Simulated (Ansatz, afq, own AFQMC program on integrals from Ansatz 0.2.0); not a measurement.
C₂⁺, doublet in 6-31G, levels against full CI

```yaml
atoms:
  - { symbol: C, position_ang: [0.0000, 0.0000, 0.0000] }
  - { symbol: C, position_ang: [0.0000, 0.0000, 1.3014] }
```

Basis 6-31G. Only valence electrons are correlated. Ansatz 0.2.0 and our own AFQMC program on the same integrals; the CISD trial comes from CCSD amplitudes, and released means the phaseless constraint is let go. Uncertainties: one standard error, sampling alone.

Determinant: ROHF, the one that the program's search chose, which needn't be the lowest solution. The geometry is a PBE0/def2-TZVP stationary point of this or a neighbouring charge and spin state.

Full CI is exact in this basis; its frozen core comes from its own orbitals, which moves totals by up to a few meV.

Cautions: a spin-contaminated unrestricted determinant lies lower (UHF 3.58 eV lower, ⟨S²⟩ 2.17); the search met a lower determinant of the same kind, perhaps of another symmetry (801 meV lower), and this one is a saddle point; strong correlation (T1 0.045, weight of the determinant 0.74, largest double 0.38); (T) is large, 8 % of the CCSD correlation; the CCSD(T) amplitudes may be one of several solutions (largest double 0.38); in a space of 7 electrons in 8 natural orbitals full CI finds another state of this spin 6 meV below the state of CCSD(T); the CCSDT(Q) amplitudes may be one of several solutions (largest double 0.44); in a space of 7 electrons in 8 natural orbitals full CI finds another state of this spin 5 meV below the state of CCSDT(Q); the CCSDTQ amplitudes may be one of several solutions (largest double 0.45); in a space of 7 electrons in 8 natural orbitals full CI finds another state of this spin 5 meV below the state of CCSDTQ; the released energies are still falling, so no released level is given (meV from the phaseless value at times in 1/Eh: -49 ± 4 at 0.24, -91 ± 7 at 0.51, -147 ± 4 at 0.99, -179 ± 5 at 1.62, -201 ± 5 at 2.40); the ph-AFQMC/CISD walk drifts between its halves (2.2 errors); full CI with its own frozen core; a state of higher spin lies lower (by 25 meV).

The T1 diagnostic is 0.0450, the weight of the determinant in the CISD state is 0.739 and the size of the correlated space is 7 electrons in 16 orbitals.

```tsv
level	correlation energy (eV)
MP2	-6.0741
CCSD	-6.6995
CCSD(T)	-7.2272
```

**Question.** Estimate where full CI lies against CCSD(T) in the same basis.

**Answer.** 0.73 mEh below CCSD(T).

Reference: full CI, correlation energy -7.247 eV. CCSDTQ lies 12.1 meV above full CI, in part by the other frozen core, which shifts every row alike, so rows that close can't be ranked against it.

| level | E − E(reference) (mEh) | share of correlation (%) |
| --- | --- | --- |
| CCSD(T) | 0.73 | 99.73 |
| CCSDT | 2.15 | 99.19 |
| CCSDT(Q) | -0.78 | 100.29 |
| CCSDTQ | 0.44 | 99.83 |
| ph-AFQMC/CISD | 10.23 ± 0.15 | 96.16 |

CCSDT and higher add their correlation energy to the determinant of the CCSD(T) run, since their own runs factorise the integrals more tightly (a shift of under 2 meV).
